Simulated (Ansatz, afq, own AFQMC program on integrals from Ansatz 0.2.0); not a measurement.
## Where AFQMC and coupled cluster stand for MgSe⁺, doublet

| atom | x (Å) | y (Å) | z (Å) |
| --- | --- | --- | --- |
| Se | 0.0000 | 0.0000 | 0.0000 |
| Mg | 0.0000 | 0.0000 | 2.3695 |

Basis 6-31G. Noble-gas cores (and the filled d shells of Ga–Kr and In–Xe) are frozen. Ansatz 0.2.0 and our own AFQMC program on the same integrals; the CISD trial comes from CCSD amplitudes, and released means the phaseless constraint is let go. Free AFQMC starts from the CCSD state and is never constrained. Its projection time is finite, and what remains of the start isn't in its error. Error bars are statistical, one sigma. No spin–orbit coupling.

Determinant: UHF, the one that the program's search chose, which needn't be the lowest solution. The geometry is a PBE0/def2-TZVP stationary point of this or a neighbouring charge and spin state.

Full CI on the same integrals is exact in this basis and with this determinant's frozen core.

Cautions: no relativity below Rb; no spin-orbit coupling; inner d shell frozen; unrestricted determinant slightly spin contaminated (⟨S²⟩ 0.83 against 0.75); the ph-AFQMC/HF walk drifts between its halves (2.0 errors).

```
T1 diagnostic                               : 0.0392
weight of the determinant in the CISD state : 0.923
⟨S²⟩ of the determinant                     : 0.827
size of the correlated space                : 7 electrons in 23 orbitals
```

Reference: full CI, correlation energy -1.560 eV. The released energy is read at 2.40 1/Eh (meV from the phaseless value at times in 1/Eh: -12 ± 6 at 0.24, -18 ± 5 at 0.51, -14 ± 4 at 0.99, -10 ± 6 at 1.62, -12 ± 5 at 2.40).

```tsv
level	E − E(reference) (kcal/mol)	share of correlation (%)
HF	35.97	0.00
MP2	8.76	75.65
CCSD	1.56	95.66
CCSD(T)	0.36	98.99
CCSDT	-0.03	100.08
CCSDT(Q)	-0.07	100.19
ph-AFQMC/HF	-1.10 ± 0.73	103.05
ph-AFQMC/CISD	0.21 ± 0.12	99.42
released AFQMC	-0.06 ± 0.13	100.16
free AFQMC	0.32 ± 0.17	99.11
```

CCSDT and higher add their correlation energy to the determinant of the CCSD(T) run, since their own runs factorise the integrals more tightly (a shift of under 2 meV). Free projections are given only where their last times agree within the noise and don't stop above the reference; a slow remainder of the start can still hide under it. Released energies are given only where the last usable release times agree within the noise; a slower fall can still hide under it.
